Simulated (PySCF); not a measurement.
Molecule: 2-methylpentane (SMILES CCCC(C)C).

Cartesian coordinates in Å; atom numbers follow the order of the lines, from 1:
```xyz
20

C     2.7496   -0.5585   -0.1331
C     1.3685   -0.5685    0.5113
C     0.3790    0.2965   -0.2661
C    -0.9889    0.4350    0.4110
C    -1.8485    1.4372   -0.3581
C    -1.7165   -0.9043    0.5027
H     2.6971   -0.9365   -1.1520
H     3.4392   -1.1843    0.4291
H     3.1507    0.4525   -0.1641
H     1.4439   -0.1971    1.5362
H     1.0067   -1.5967    0.5541
H     0.2420   -0.1225   -1.2661
H     0.8100    1.2943   -0.3839
H    -0.8342    0.8177    1.4266
H    -2.8148    1.5657    0.1247
H    -1.3600    2.4076   -0.4085
H    -2.0184    1.0867   -1.3741
H    -1.1811   -1.6011    1.1418
H    -2.7126   -0.7649    0.9172
H    -1.8168   -1.3481   -0.4856
```

Frames of a GFN2-xTB Langevin trajectory at 300 K; GIAO PBE0/pcSseg-1 shieldings in PySCF, gas phase, non-relativistic; equivalent atoms averaged within each frame.

δ = σ(ref) − σ, references computed at the same level: 13C (σ = 186.93 ppm) and 1H (σ = 31.72 ppm) vs TMS. The references are static minima.

How do the shifts (ppm) fluctuate along the trajectory?

Answers


```csv
time (fs),C3,C4,C5/C6,C2,C1,H10/H11,H15/H16/H17/H18/H19/H20,H7/H8/H9,H12/H13,H14
optimised geometry,46.0,33.4,25.1,26.2,17.5,1.32,0.95,1.04,1.06,1.35
250,42.7,33.6,31.5,29.7,20.5,1.83,1.57,1.32,0.65,0.31
425,40.5,31.9,21.9,20.5,19.0,1.04,0.50,1.76,0.28,0.11
625,44.4,28.5,25.1,26.6,18.6,1.68,1.14,1.15,0.78,1.80
800,45.4,37.5,25.9,33.8,15.8,2.33,0.78,1.20,0.70,1.07
1000,56.1,29.3,26.1,20.9,24.0,0.36,1.50,2.00,1.79,1.58
mean of frames,45.8,32.2,26.1,26.3,19.6,1.45,1.10,1.48,0.84,0.97
standard deviation,6.0,3.6,3.5,5.7,3.0,0.76,0.46,0.37,0.56,0.75
```

5 frames give an uncertainty of the mean of about the standard deviation over 2.2 at best, since frames this close in time may not be independent; classical motion lacks zero-point vibration, and the reference would need the same averaging.
